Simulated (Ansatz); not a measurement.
# SNF3: how energies converge with the basis set

An exercise on one series of results from a longer session: the logs are not shown, and one member is left open.

Method: one geometry, several basis sets; program: Ansatz 0.2.0, Gaussian basis.

The runs, in order: PBE0-D4/def2-SVP; ωB97M-V/def2-SVP; PBE0-D4/def2-QZVPP; ωB97M-V/def2-QZVPP; the functionals' def2-TZVPP values are taken from earlier runs.

## The relaxed structure

An earlier PBE0-D4 in a triple-zeta def2 set relaxation fixed the geometry.

SMILES `N#S(F)(F)F`, 5 atoms, charge 0, spin multiplicity 1.

Atoms are counted from 1 here; the program's logs count them from 0.

Bond lengths: N1–S2 1.409 Å, S2–F3 1.555 Å, S2–F4 1.555 Å, S2–F5 1.555 Å. Angles: N1–S2–F3 122.6°, N1–S2–F4 122.6°, N1–S2–F5 122.6°, F3–S2–F4 93.7°, F3–S2–F5 93.7°, F4–S2–F5 93.7°.

The first run:

Contents of in.yaml:

```yaml
crystal:
  periodic: [false, false, false]
  atoms:
    - {symbol: N, position_ang: [-0.349632, -0.004147, 1.591439]}
    - {symbol: S, position_ang: [-0.047346, -0.000562, 0.215506]}
    - {symbol: F, position_ang: [1.023340, -0.939269, -0.409009]}
    - {symbol: F, position_ang: [-1.108555, -0.317599, -0.875766]}
    - {symbol: F, position_ang: [0.482194, 1.261566, -0.522170]}
basis:
  gaussian: {orbitals: def2-SVP}
hamiltonian: {xc: pbe0, dispersion: d4}
output: {orbitals: {seedname: orbitals}}
```

Run with:

```console
$ ansatz run in.yaml --threads 4 --pin off --events-out ev --progress --plain --max-ram 10444MiB
```

Steps of the session up to this table: PBE0-D4 in def2-SVP; ωB97M-V in def2-SVP; PBE0-D4 in def2-QZVPP; ωB97M-V in def2-QZVPP.

One table of the session follows, with a row left open; its other results are not shown here.

It belongs to the step «Density functionals: the series». 

| functional | basis | HOMO (eV) |
| --- | --- | --- |
| PBE0-D4 | def2-SVP | -9.61 |
| PBE0-D4 | def2-TZVPP | -9.69 |
| PBE0-D4 | def2-QZVPP | -9.72 |
| ωB97M-V | def2-SVP | ? |
| ωB97M-V | def2-TZVPP | -11.99 |
| ωB97M-V | def2-QZVPP | -12.03 |

Estimate the missing values for ωB97M-V, def2-SVP.

**Answer.** HOMO (eV): -11.86. In the column «HOMO (eV)» it lies between ωB97M-V, def2-TZVPP (-11.99) and PBE0-D4, def2-QZVPP (-9.72).
